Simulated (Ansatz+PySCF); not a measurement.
Results of a calculation; reference values are marked as such.
This PySCF input gave a total energy of -105.42473 hartree.

```python
from pyscf import gto, scf, mp

mol = gto.M(atom="""
Li 0.000000 0.000000 -1.148960
F 0.000000 0.000000 0.382990
""", basis='sto-3g', charge=0, spin=0)
mf = scf.RHF(mol)
mf.kernel()
pt = mp.MP2(mf, frozen=1).run()
print(mf.e_tot, pt.e_corr, pt.e_tot)
```

Problem. Write an input for Ansatz with the same method and basis set.

Solution.

```yaml
crystal:
  periodic: [false, false, false]
  atoms:
    - { symbol: Li, position_ang: [0.0, 0.0, -1.14896] }
    - { symbol: F, position_ang: [0.0, 0.0, 0.38299] }
basis:
  gaussian: { orbitals: STO-3G }
hamiltonian:
  xc: hf
correlation:
  method: mp2
  frozen_orbitals: { F: 1, Li: 0 }
scf:
  omitted_lower_state_checks: [stability, starts, atomic_configurations, cluster_reference, orbital_swaps, given_window_search, neighbouring_geometries, increment]
```

Ansatz (development build ahead of 0.2.0) gave -105.42473 hartree, 0.00 meV from the first. Caution: large share of triples, a single reference is doubtful.
